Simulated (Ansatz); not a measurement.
Relaxation of C₂H₃NO (7 atoms, charge 0, multiplicity 1), to a largest force component of 0.015 eV/Å in at most 40 steps.

Theory: RKS B3LYP-D4/STO-3G in Ansatz.

```xyz
7
Properties=species:S:1:pos:R:3
C -0.251 0.645 -0.275
O 0.920 -0.014 -0.126
C 0.657 -1.186 0.437
N 0.548 -2.199 0.950
H -0.986 0.130 -0.955
H -0.771 0.903 0.681
H -0.055 1.653 -0.758
```

Problem. Where does it end, and by what steps?

Solution. The run converged. Limits of this set-up: minimal basis. After 6 steps the energy has fallen by 0.826 eV; N4 moved furthest, 0.13 Å. The start is strongly strained (largest force component 8 eV/Å).

```json
{"step": "0", "energy less start (eV)": "0.0000", "largest force component (eV/Å)": "8.109", "accepted": "yes"}
{"step": "1", "energy less start (eV)": "-0.7415", "largest force component (eV/Å)": "2.272", "accepted": "yes"}
{"step": "2", "energy less start (eV)": "-0.8187", "largest force component (eV/Å)": "0.588", "accepted": "yes"}
{"step": "3", "energy less start (eV)": "-0.8228", "largest force component (eV/Å)": "0.313", "accepted": "yes"}
{"step": "4", "energy less start (eV)": "-0.8253", "largest force component (eV/Å)": "0.064", "accepted": "yes"}
{"step": "5", "energy less start (eV)": "-0.8256", "largest force component (eV/Å)": "0.024", "accepted": "yes"}
{"step": "6", "energy less start (eV)": "-0.8257", "largest force component (eV/Å)": "0.005", "accepted": "yes"}
```

```xyz
7
Properties=species:S:1:pos:R:3
C -0.323 0.728 -0.305
O 0.958 -0.026 -0.125
C 0.697 -1.235 0.471
N 0.592 -2.318 0.989
H -1.022 0.172 -0.962
H -0.806 0.930 0.672
H -0.034 1.681 -0.786
```

Whether the end is a true minimum wasn't checked by a vibrational analysis.

Run time: 5.3 s on 1 thread of Intel(R) Xeon(R) 6975P-C (Granite Rapids), with other jobs on the host, peak memory 0.13 GiB.
